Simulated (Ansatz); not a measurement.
A nudged elastic band was laid between two geometries of CH$_{5}$Al (7 atoms, charge 0, multiplicity 1).

Computed with RHF/6-31G* (Ansatz 0.2.0).

```yaml
movable_images: 7
climbing_image: yes
spring: 5.0 eV/Å²
optimiser: quadratic models (default)
start_path: through a guess of the saddle point
force_threshold: 0.05 eV/Å
iteration_limit: 60
end_points: relaxed
```

Image 0:

```xyz
7
Properties=species:S:1:pos:R:3
Al 0.566 0.040 -0.009
C 1.092 -0.037 1.890
H 0.251 -0.198 2.558
H 1.811 -0.837 2.066
H 1.584 0.885 2.197
H 1.671 0.246 -1.132
H -0.953 -0.099 -0.454
```

Image 8:

```xyz
7
Properties=species:S:1:pos:R:3
Al -0.962 0.623 -1.692
C 1.738 -0.094 1.849
H 0.722 -0.426 1.674
H 2.195 -0.718 2.607
H 1.731 0.936 2.186
H 2.311 -0.169 0.932
H -1.715 -0.152 -0.440
```

Problem. Which bonds break or form, and what moves?

Solution. Bonds broken: Al1–C2, Al1–H6. Bonds formed: C2–H6. CH5Al becomes AlH + CH4.

Problem. What energy profile does the band end with?

Solution. It converged. The highest image is number 3 of 0 to 8, 4.05 eV above the first end and 3.25 eV above the last; the last end lies 0.80 eV above the first. Neighbouring images differ by up to 3.2 eV, so the band resolves the path poorly. A vibrational analysis at the climbing image gives one clearly imaginary mode, 1746i cm⁻¹: a first-order saddle point. The orbitals stay closed-shell, which can raise the energy where a bond breaks towards radicals; this wasn't checked here.

```
image  path coordinate (Å)  energy (eV)  Al1–C2 (Å)  Al1–H6 (Å)  C2–H6 (Å)
    0                 0.00         0.00        1.97        1.59       3.09
    1                 0.88         0.00        1.97        1.59       3.11
    2                 1.76         0.86        1.94        1.54       2.49
    3                 2.64         4.05        2.27        1.57       1.70
    4                 3.33         1.50        2.70        1.98       1.14
    5                 4.03         0.88        3.41        2.72       1.09
    6                 4.72         0.82        4.00        3.44       1.08
    7                 5.41         0.81        4.31        3.89       1.08
    8                 6.10         0.80        4.51        4.27       1.08
```

Problem. What is the geometry of the highest image?

Solution. 
```xyz
7
Properties=species:S:1:pos:R:3
Al 0.374 -0.058 -0.492
C 1.195 -0.024 1.629
H 0.481 -0.664 2.141
H 2.195 -0.317 1.920
H 1.038 1.014 1.910
H 1.782 -0.444 0.095
H -1.045 0.494 -0.088
```

The run took 46 s on 1 thread of Arm Neoverse V1 (shared host), peak memory 0.082 GiB.
